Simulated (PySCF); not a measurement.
# PH3 (phosphine): levels of theory compared

Wanted: a comparison of 5 runs (BCCD(T)/6-31G, CCSDT(Q)/6-31G, CCSDTQ/6-31G, NEVPT2(2,2)/6-31G, QCISD(T)/6-31G) of PH3 (phosphine). 

Program for the calculation: PySCF 2.14.0.

5 further runs of the same task are left out: 5 set aside as unsound or not needed.

**1. Starting point**

The species is PH3 (4 atoms), meant as a singlet with charge 0. SMILES: `P`. Geometry: relaxed at PBE0-D4/def2-TZVP.

Bond lengths: P1–H2 1.420 Å, P1–H3 1.420 Å, P1–H4 1.420 Å. Angles: H2–P1–H3 93.1°, H2–P1–H4 93.1°, H3–P1–H4 93.1°.

**2. The energy at BCCD(T)/6-31G (run 1)**

Contents of geometry.xyz:

```xyz
4

P      0.346000    -0.326500    -0.332800
H      0.630900    -0.034000     1.027000
H     -1.005500    -0.663000    -0.057200
H      0.028700     1.023500    -0.636900
```

Contents of job.py:

```python
from pyscf import gto, scf, cc
from pyscf.cc.bccd import bccd_kernel_

molecule = gto.Mole()
molecule.atom = 'geometry.xyz'
molecule.basis = '6-31g'
molecule.max_memory = 1860
molecule.verbose = 3
molecule.build()

hf = scf.RHF(molecule)
hf.conv_tol = 1e-10
hf.kernel()
if not hf.converged:
    hf = hf.newton().run(hf.mo_coeff, hf.mo_occ)

mycc = cc.CCSD(hf, frozen=5).run()
mycc = bccd_kernel_(mycc, diis=True)
e_t = mycc.ccsd_t()
energy = mycc.e_tot + e_t
print('E = %.10f Eh' % energy)
```

Command:

```
$ OMP_NUM_THREADS=1 python job.py
```

Standard output:

```text
converged SCF energy = -342.395714304115
E(CCSD) = -342.4806754034088  E_corr = -0.08496109929343947
BCCD loop starts.

******** <class 'pyscf.cc.ccsd.CCSD'> ********
CC2 = 0
CCSD nocc = 4, nmo = 14
frozen orbitals 5
max_cycle = 50
direct = 0
conv_tol = 1e-07
conv_tol_normt = 1e-05
diis_space = 6
diis_start_cycle = 0
diis_start_energy_diff = 1e+09
Init E_corr(CCSD) = -0.0849517724941004
cycle = 1  E_corr(CCSD) = -0.085666044426757  dE = -0.000714271933  norm(t1,t2) = 0.013509
cycle = 2  E_corr(CCSD) = -0.0855892829833253  dE = 7.67614434e-05  norm(t1,t2) = 0.00334576
cycle = 3  E_corr(CCSD) = -0.0854936873421085  dE = 9.55956412e-05  norm(t1,t2) = 0.00130951
cycle = 4  E_corr(CCSD) = -0.0854567123968166  dE = 3.69749453e-05  norm(t1,t2) = 0.000287861
cycle = 5  E_corr(CCSD) = -0.0854552787361356  dE = 1.43366068e-06  norm(t1,t2) = 6.22992e-05
cycle = 6  E_corr(CCSD) = -0.0854557636878052  dE = -4.8495167e-07  norm(t1,t2) = 1.46376e-05
cycle = 7  E_corr(CCSD) = -0.0854559888457363  dE = -2.25157931e-07  norm(t1,t2) = 3.13466e-06
cycle = 8  E_corr(CCSD) = -0.0854560492074201  dE = -6.03616838e-08  norm(t1,t2) = 4.3777e-07
CCSD converged
E(CCSD) = -342.4806800616353  E_corr = -0.0854560492074201
BCC iter:    0  E:    -342.480680061635  dE:   -4.658e-06  |t1|:    3.434e-04

******** <class 'pyscf.cc.ccsd.CCSD'> ********
CC2 = 0
CCSD nocc = 4, nmo = 14
frozen orbitals 5
max_cycle = 50
direct = 0
conv_tol = 1e-07
conv_tol_normt = 1e-05
diis_space = 6
diis_start_cycle = 0
diis_start_energy_diff = 1e+09
Init E_corr(CCSD) = -0.0854523735437912
cycle = 1  E_corr(CCSD) = -0.0854480463376181  dE = 4.32720617e-06  norm(t1,t2) = 0.000299657
cycle = 2  E_corr(CCSD) = -0.08544754940843  dE = 4.96929188e-07  norm(t1,t2) = 5.4388e-05
cycle = 3  E_corr(CCSD) = -0.0854482963158637  dE = -7.46907434e-07  norm(t1,t2) = 1.99206e-05
cycle = 4  E_corr(CCSD) = -0.0854487671014571  dE = -4.70785593e-07  norm(t1,t2) = 3.34412e-06
cycle = 5  E_corr(CCSD) = -0.0854488214643101  dE = -5.4362853e-08  norm(t1,t2) = 5.64786e-07
CCSD converged
E(CCSD) = -342.4806800872759  E_corr = -0.08544882146431013
BCC iter:    1  E:    -342.480680087276  dE:   -2.564e-08  |t1|:    3.825e-05

******** <class 'pyscf.cc.ccsd.CCSD'> ********
CC2 = 0
CCSD nocc = 4, nmo = 14
frozen orbitals 5
max_cycle = 50
direct = 0
conv_tol = 1e-07
conv_tol_normt = 1e-05
diis_space = 6
diis_start_cycle = 0
diis_start_energy_diff = 1e+09
Init E_corr(CCSD) = -0.0854488672937986
cycle = 1  E_corr(CCSD) = -0.0854487838115696  dE = 8.3482229e-08  norm(t1,t2) = 3.69395e-05
cycle = 2  E_corr(CCSD) = -0.0854488987933867  dE = -1.14981817e-07  norm(t1,t2) = 4.17006e-06
cycle = 3  E_corr(CCSD) = -0.085448907890132  dE = -9.09674529e-09  norm(t1,t2) = 1.08138e-06
CCSD converged
E(CCSD) = -342.4806800965017  E_corr = -0.08544890789013199
BCC iter:    2  E:    -342.480680096502  dE:   -9.226e-09  |t1|:    3.356e-06
CCSD(T) correction = -0.000767053291232288
E = -342.4814471498 Eh
```

Wall time 1.1 s (1 thread of Arm Neoverse N1, shared host); peak memory 0.1 GiB.

**3. The energy at CCSDT(Q)/6-31G (run 2)**

Contents of input.xyz:

```xyz
4

P      0.346000    -0.326500    -0.332800
H      0.630900    -0.034000     1.027000
H     -1.005500    -0.663000    -0.057200
H      0.028700     1.023500    -0.636900
```

Contents of calc.py:

```python
from pyscf import gto, scf, cc

molecule = gto.M(
    atom='input.xyz',
    basis='6-31g',
    verbose=3,
    max_memory=1860,
)

hf = scf.RHF(molecule)
hf.conv_tol = 1e-10
hf.kernel()
if not hf.converged:
    hf = hf.newton().run(hf.mo_coeff, hf.mo_occ)

mycc = cc.CCSDT(hf, frozen=5)
mycc.kernel()
e_bracket, e_q = mycc.ccsdt_q()
e_tot = mycc.e_tot + e_q
print('E(%s) = %.9f' % ('CCSDT(Q)', e_tot))
```

Command:

```
$ OMP_NUM_THREADS=1 python calc.py
```

Standard output:

```text
converged SCF energy = -342.395714304115
_make_eris_incore_RCCSDT

WARN: A large `blksize` is being used, which may cause large memory consumption
      for storing contraction intermediates. If memory is sufficient, consider using
      `pyscf.cc.rccsdt_highm.RCCSDT` instead.

WARN: A large `blksize_oovv` is being used, which may cause large memory consumption
      for storing contraction intermediates. If memory is sufficient, consider using
      `pyscf.cc.rccsdt_highm.RCCSDT` instead.

WARN: A large `blksize_oooo` is being used, which may cause large memory consumption
      for storing contraction intermediates. If memory is sufficient, consider using
      `pyscf.cc.rccsdt_highm.RCCSDT` instead.

RCCSDT converged
E(RCCSDT) = -342.4816452291928   E_corr = -0.08593092507737959
E_corr(same-spin) = -0.00609081417385279
E_corr(oppo-spin) = -0.0798401109035268
_make_eris_incore_RCCSDT
E(CCSDT(Q)) = -342.481698664
```

It took 1.4 s on 1 thread of Arm Neoverse N1, shared host; peak memory 0.11 GiB.

Runs 3 to 4 aren't shown in full; the table further down has their settings and results.

**4. The energy at QCISD(T)/6-31G (run 5)**

input.xyz: that of step 3 with these lines changed.

```diff
@@ -1,3 +1,3 @@
 4
-
+H3P
 P      0.346000    -0.326500    -0.332800
```

Contents of input.py:

```python
# P
from pyscf import gto, scf, cc

mol = gto.M(
    atom='input.xyz',
    max_memory=1860,
    verbose=4,
    basis='6-31g',
    charge=0,
)

mf = scf.RHF(mol)
mf.conv_tol = 1e-10
mf.kernel()
if not mf.converged:
    mf = mf.newton().run(mf.mo_coeff, mf.mo_occ)

mycc = cc.QCISD(mf, frozen=5)
mycc.kernel()
e_t = mycc.qcisd_t()
energy = mycc.e_tot + e_t
print('E(%s) = %.9f' % ('QCISD(T)', energy))
```

Command:

```
$ OMP_NUM_THREADS=1 python input.py
```

Standard output:

```text
PySCF version 2.14.0

[INPUT] num. atoms = 4
[INPUT] num. electrons = 18
[INPUT] charge = 0
[INPUT] spin (= nelec alpha-beta = 2S) = 0
[INPUT] symmetry False subgroup None
[INPUT] Mole.unit = angstrom
[INPUT] Symbol           X                Y                Z      unit          X                Y                Z       unit  Magmom
[INPUT]  1 P      0.346000000000  -0.326500000000  -0.332800000000 AA    0.653845239100  -0.616995579670  -0.628900854255 Bohr   0.0
[INPUT]  2 H      0.630900000000  -0.034000000000   1.027000000000 AA    1.192228211988  -0.064250688235   1.940748729928 Bohr   0.0
[INPUT]  3 H     -1.005500000000  -0.663000000000  -0.057200000000 AA   -1.900119618250  -1.252888420587  -0.108092334325 Bohr   0.0
[INPUT]  4 H      0.028700000000   1.023500000000  -0.636900000000 AA    0.054235139775   1.934134688492  -1.203566568735 Bohr   0.0

nuclear repulsion = 17.5426218499292
number of shells = 13
number of NR pGTOs = 58
number of NR cGTOs = 19
basis = 6-31g
ecp = {}

******** <class 'pyscf.scf.hf.RHF'> ********
method = RHF
initial guess = minao
damping factor = 0
level_shift factor = 0
DIIS = <class 'pyscf.scf.diis.CDIIS'>
diis_start_cycle = 1
diis_space = 8
diis_damp = 0
SCF conv_tol = 1e-10
SCF conv_tol_grad = None
SCF max_cycles = 50
direct_scf = True
direct_scf_tol = 1e-13
Set gradient conv threshold to 1e-05
Initial guess from minao.
init E= -342.16273027258
  HOMO = -0.29991142560468  LUMO = 0.120633827413645  gap/eV = 11.44362
cycle= 1 E= -342.384696273037  delta_E= -0.222  |g|= 0.13  |ddm|= 1.47
  HOMO = -0.381772429579516  LUMO = 0.162620152786362  gap/eV = 14.81368
cycle= 2 E= -342.39514640035  delta_E= -0.0105  |g|= 0.0261  |ddm|= 0.277
  HOMO = -0.387622574906921  LUMO = 0.166950816411498  gap/eV = 15.09071
cycle= 3 E= -342.395683716451  delta_E= -0.000537  |g|= 0.00571  |ddm|= 0.096
  HOMO = -0.386116280620743  LUMO = 0.168208936261247  gap/eV = 15.08396
cycle= 4 E= -342.395712601282  delta_E= -2.89e-05  |g|= 0.00139  |ddm|= 0.0246
  HOMO = -0.386927127814814  LUMO = 0.167859605812867  gap/eV = 15.09652
cycle= 5 E= -342.395714201273  delta_E= -1.6e-06  |g|= 0.000313  |ddm|= 0.00487
  HOMO = -0.386919419677442  LUMO = 0.167888511445785  gap/eV = 15.09709
cycle= 6 E= -342.395714303126  delta_E= -1.02e-07  |g|= 3.32e-05  |ddm|= 0.0013
  HOMO = -0.386913962797699  LUMO = 0.167889981719959  gap/eV = 15.09698
cycle= 7 E= -342.395714304103  delta_E= -9.77e-10  |g|= 3.75e-06  |ddm|= 0.000185
  HOMO = -0.386913971640455  LUMO = 0.167889745769932  gap/eV = 15.09698
cycle= 8 E= -342.395714304116  delta_E= -1.28e-11  |g|= 4.74e-07  |ddm|= 2.16e-05
  HOMO = -0.386913891654972  LUMO = 0.167889722408845  gap/eV = 15.09698
Extra cycle  E= -342.395714304115  delta_E= 1.71e-13  |g|= 1.64e-07  |ddm|= 1.43e-06
converged SCF energy = -342.395714304115

******** <class 'pyscf.cc.qcisd.QCISD'> ********
QCISD nocc = 4, nmo = 14
frozen orbitals 5
max_cycle = 50
direct = 0
conv_tol = 1e-07
conv_tol_normt = 1e-05
diis_space = 6
diis_start_cycle = 0
diis_start_energy_diff = 1e+09
Init t2, MP2 energy = -342.459418523212  E_corr(MP2) -0.0637042190961905
Init E_corr(QCISD) = -0.0637042190962074
cycle = 1  E_corr(QCISD) = -0.0781851197719404  dE = -0.0144809007  norm(t1,t2) = 0.0390681
cycle = 2  E_corr(QCISD) = -0.0824408655733019  dE = -0.0042557458  norm(t1,t2) = 0.0149172
cycle = 3  E_corr(QCISD) = -0.0849709161420402  dE = -0.00253005057  norm(t1,t2) = 0.00649157
cycle = 4  E_corr(QCISD) = -0.0849530110568978  dE = 1.79050851e-05  norm(t1,t2) = 0.00101483
cycle = 5  E_corr(QCISD) = -0.0849568699155426  dE = -3.85885864e-06  norm(t1,t2) = 0.00021392
cycle = 6  E_corr(QCISD) = -0.0849561675382125  dE = 7.0237733e-07  norm(t1,t2) = 4.80003e-05
cycle = 7  E_corr(QCISD) = -0.0849559251506974  dE = 2.42387515e-07  norm(t1,t2) = 9.7988e-06
cycle = 8  E_corr(QCISD) = -0.084956019653928  dE = -9.45032306e-08  norm(t1,t2) = 2.13288e-06
QCISD converged
E(QCISD) = -342.4806703237693  E_corr = -0.08495601965392799
QCISD(T) correction = -0.000772302434540559
E(QCISD(T)) = -342.481442626
```

It took 0.92 s on 1 thread of Arm Neoverse N1, shared host; peak memory 0.1 GiB.

**5. Overview of the runs**

```tsv
run	level	frozen core orbitals	active selection	energy (Eh)	correlation energy (mEh)	wall time
1	BCCD(T)/6-31G	5	–	-342.481447	-85.7	1.1 s
2	CCSDT(Q)/6-31G	5	–	-342.481699	-86.0	1.4 s
3	CCSDTQ/6-31G	5	–	-342.481707	-86.0	67 s
4	NEVPT2(2,2)/6-31G	–	mp2 natural orbitals	-342.466855	–	1.4 s
5	QCISD(T)/6-31G	5	–	-342.481443	-85.7	0.92 s
```

**6. Outcome**

```
                                          quantity          value
                               run 5: total energy  -342.48144 Eh
       run 5: dipole moment (Hartree–Fock density)         1.22 D
        run 5: HOMO energy (Hartree–Fock orbitals)      -10.53 eV
        run 5: LUMO energy (Hartree–Fock orbitals)        4.57 eV
      run 5: HOMO–LUMO gap (Hartree–Fock orbitals)       15.10 eV
run 5: correlation energy (5 core orbitals frozen)      -85.7 mEh
                             run 5: (T) correction      -0.77 mEh
                              run 5: T1 diagnostic          0.006
```

All runs together took 72 s, the longest 67 s.
